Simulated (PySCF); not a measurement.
PySCF input (B3PW91/6-31G* (5d)):

```python
from pyscf import gto, dft

mol = gto.M(
    atom='''
    C     0.00176700    0.00714600    0.88419100
    C     0.04670800   -0.65758500   -0.40958000
    C     0.05610100    0.65012900   -0.42016700
    H    -0.79093600    0.01888400    1.63082100
    H     0.07046900   -1.57805300   -0.96603200
    H     0.09301700    1.56103100   -0.99144600
    ''',
    basis='6-31g*',
    charge=0,
    spin=1,
    verbose=4,
)

mf = dft.UKS(mol, xc='b3pw91')
mf.grids.level = 3
mf.conv_tol = 1e-9
mf.max_cycle = 100
mf.max_memory = 1500
mf.kernel()
if not mf.converged:
    mf = mf.newton()
    mf.kernel(mf.make_rdm1())
mo, _, stable, _ = mf.stability(return_status=True)
if not stable:
    mf.kernel(mf.make_rdm1(mo, mf.mo_occ))
    stable = mf.stability(return_status=True)[2]
mf.dip_moment()
```

From the output:

```
  alpha nocc = 11  HOMO = -0.15173013556766  LUMO = -0.0717871234454068
  beta  nocc = 10  HOMO = -0.351590819988836  LUMO = -0.15173013556766

WARN: HOMO -0.15173013556766 >= LUMO -0.15173013556766

cycle= 1 E= -115.876962891256  delta_E= 0.47  |g|= 0.203  |ddm|= 1.72
  alpha nocc = 11  HOMO = -0.0899772820423603  LUMO = 0.0432207334997794
  beta  nocc = 10  HOMO = -0.249239462634343  LUMO = 0.0345033251909359
  HOMO = -0.0899772820424  LUMO = 0.0345033251909  gap/eV = 3.38729
cycle= 2 E= -115.877977196561  delta_E= -0.00101  |g|= 0.219  |ddm|= 0.485
  alpha nocc = 11  HOMO = -0.153077560525076  LUMO = 0.00971630913614918
  beta  nocc = 10  HOMO = -0.305196865395878  LUMO = -0.0132245755044313
  HOMO = -0.153077560525  LUMO = -0.0132245755044  gap/eV = 3.80559
cycle= 3 E= -115.904414456804  delta_E= -0.0264  |g|= 0.024  |ddm|= 0.274
  alpha nocc = 11  HOMO = -0.156187520368653  LUMO = 0.00343599386377091
  beta  nocc = 10  HOMO = -0.306142908654194  LUMO = -0.00976888561261591
  HOMO = -0.156187520369  LUMO = -0.00976888561262  gap/eV = 3.98425
cycle= 4 E= -115.904694026642  delta_E= -0.00028  |g|= 0.0176  |ddm|= 0.0346
  alpha nocc = 11  HOMO = -0.157638663522603  LUMO = 0.00678549631872416
  beta  nocc = 10  HOMO = -0.304725401846172  LUMO = -0.00836465251192609
  HOMO = -0.157638663523  LUMO = -0.00836465251193  gap/eV = 4.06195
cycle= 5 E= -115.90487150562  delta_E= -0.000177  |g|= 0.00249  |ddm|= 0.0219
  alpha nocc = 11  HOMO = -0.157721408543247  LUMO = 0.00623527976217497
  beta  nocc = 10  HOMO = -0.304945451675596  LUMO = -0.00748363686445463
  HOMO = -0.157721408543  LUMO = -0.00748363686445  gap/eV = 4.08818
cycle= 6 E= -115.904879673414  delta_E= -8.17e-06  |g|= 0.000745  |ddm|= 0.00506
  alpha nocc = 11  HOMO = -0.157900342932888  LUMO = 0.00621968333645695
  beta  nocc = 10  HOMO = -0.304851131667288  LUMO = -0.0074120991852098
  HOMO = -0.157900342933  LUMO = -0.00741209918521  gap/eV = 4.09499
cycle= 7 E= -115.904880510998  delta_E= -8.38e-07  |g|= 0.000185  |ddm|= 0.00226
  alpha nocc = 11  HOMO = -0.157905981137266  LUMO = 0.00621470702496829
  beta  nocc = 10  HOMO = -0.304846181650875  LUMO = -0.00741368416565447
  HOMO = -0.157905981137  LUMO = -0.00741368416565  gap/eV = 4.09510
cycle= 8 E= -115.904880547104  delta_E= -3.61e-08  |g|= 6.9e-05  |ddm|= 0.000431
  alpha nocc = 11  HOMO = -0.157901763724198  LUMO = 0.00621231269589728
  beta  nocc = 10  HOMO = -0.30484118202065  LUMO = -0.00741373554007385
  HOMO = -0.157901763724  LUMO = -0.00741373554007  gap/eV = 4.09499
cycle= 9 E= -115.904880552016  delta_E= -4.91e-09  |g|= 1.17e-05  |ddm|= 0.000151
  alpha nocc = 11  HOMO = -0.157900567014186  LUMO = 0.00621127461377124
  beta  nocc = 10  HOMO = -0.304841025591672  LUMO = -0.00741450616284478
  HOMO = -0.157900567014  LUMO = -0.00741450616284  gap/eV = 4.09493
cycle= 10 E= -115.904880552134  delta_E= -1.17e-10  |g|= 3.38e-06  |ddm|= 3.62e-05
  alpha nocc = 11  HOMO = -0.157900733496302  LUMO = 0.00621175945345787
  beta  nocc = 10  HOMO = -0.304840776054732  LUMO = -0.00741436851575283
  HOMO = -0.157900733496  LUMO = -0.00741436851575  gap/eV = 4.09494
Extra cycle  E= -115.90488055213  delta_E= 3.87e-12  |g|= 4.59e-06  |ddm|= 7.58e-06
converged SCF energy = -115.90488055213  <S^2> = 0.75259437  2S+1 = 2.0025927
uhf_internal: lowest eigs of H = [0.13199977 0.38184627 0.39912522]
<class 'pyscf.dft.uks.UKS'> wavefunction is stable in the internal stability analysis
Dipole moment(X, Y, Z, Debye): -0.57814, -0.00658, -1.32184
```

The geometry given is a B3LYP-D3(BJ)/def2-TZVP minimum.
